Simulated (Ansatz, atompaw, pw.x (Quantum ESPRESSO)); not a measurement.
# From atom to crystal: PAW (atompaw) potential for magnesium

```
Element                 : magnesium (Mg)
Generator               : atompaw 4.2.0.5
Type                    : PAW
Functional              : PBEsol
Relativity              : scalar-relativistic
Frozen core             : [Ne]
Valence charge          : 2
Reference configuration : 3s2 3p0
Partial waves           : 3s (bound): rc 2.40 bohr; 3s channel at 2.95 Ry: rc 2.40 bohr; 3p (bound, empty): rc 2.40 bohr; 3p channel at 3.75 Ry: rc 2.40 bohr; 3d channel at 0.3 Ry: rc 2.40 bohr; 3d channel at 2.05 Ry: rc 2.30 bohr
Local potential         : troulliermartins scheme with l = 3 at 0 Ry, radius 1.80 bohr
Core correction         : smooth core density matched at 1.75 bohr
Augmentation charge     : sinc compensation charge, radius 1.95 bohr; PAW radius 2.40 bohr; waves and projectors: custom polynom2 7 10 vanderbiltortho
```

Crystal test: bcc Mg in pw.x 7.5, no spin, 13³ k-points, Fermi–Dirac smearing 0.01 Ry, cutoffs 40/400 Ry. The lattice is a test structure that the element need not adopt, and mesh and smearing are coarse.

pw.x input:

```
&control
  calculation='scf', prefix='x', pseudo_dir='./', outdir='./tmp', tstress=.true., disk_io='none'
/
&system
  ibrav=0, nat=1, ntyp=1, ecutwfc=40, ecutrho=400, nbnd=8,
  occupations='smearing', smearing='fd', degauss=0.01
/
&electrons
  conv_thr=1e-09, mixing_beta=0.4, electron_maxstep=70
/
ATOMIC_SPECIES
Mg 1.0 Mg.UPF
CELL_PARAMETERS angstrom
  -1.77702276 1.77702276 1.77702276
  1.77702276 -1.77702276 1.77702276
  1.77702276 1.77702276 -1.77702276
ATOMIC_POSITIONS crystal
Mg 0.0000 0.0000 0.0000
K_POINTS automatic
13 13 13 0 0 0
```

```bash
pw.x < Mg.scf.in > Mg.scf.out
```

How does the run end?

It converges; the pressure is 0.14 GPa against 0.16 GPa from all-electron LAPW.  The log shows:

```
     negative rho (up, down):  7.423E-04 0.000E+00
     iteration #  1     ecut=    40.00 Ry     beta= 0.40
     negative rho (up, down):  4.491E-04 0.000E+00
     total energy              =     -32.71892188 Ry
     estimated scf accuracy    <       0.00347669 Ry
     iteration #  2     ecut=    40.00 Ry     beta= 0.40
     negative rho (up, down):  8.688E-05 0.000E+00
     total energy              =     -32.71867050 Ry
     estimated scf accuracy    <       0.00120528 Ry
     iteration #  3     ecut=    40.00 Ry     beta= 0.40
     negative rho (up, down):  7.588E-05 0.000E+00
     total energy              =     -32.71868398 Ry
     estimated scf accuracy    <       0.00000009 Ry
     iteration #  4     ecut=    40.00 Ry     beta= 0.40
     c_bands:  1 eigenvalues not converged
     negative rho (up, down):  7.554E-05 0.000E+00
     total energy              =     -32.71868457 Ry
     estimated scf accuracy    <       0.00000001 Ry
     iteration #  5     ecut=    40.00 Ry     beta= 0.40
     negative rho (up, down):  7.454E-05 0.000E+00
     total energy              =     -32.71868457 Ry
     estimated scf accuracy    <          3.0E-09 Ry
     iteration #  6     ecut=    40.00 Ry     beta= 0.40
     negative rho (up, down):  7.460E-05 0.000E+00
     the Fermi energy is     3.7586 ev
!    total energy              =     -32.71868457 Ry
     estimated scf accuracy    <          1.1E-10 Ry
     smearing contrib. (-TS)   =      -0.00215013 Ry
     The total energy is F=E-TS. E is the sum of the following terms:
     one-electron contribution =       1.44916886 Ry
     hartree contribution      =       0.00427139 Ry
     xc contribution           =      -1.65591513 Ry
     ewald contribution        =      -2.16744484 Ry
     one-center paw contrib.   =     -30.34661472 Ry
     convergence has been achieved in   6 iterations
     negative rho (up, down):  7.460E-05 0.000E+00
          total   stress  (Ry/bohr**3)                   (kbar)     P=        1.38
     Message from routine punch:
     Nothing written, as per user request (disk_io='none')
```
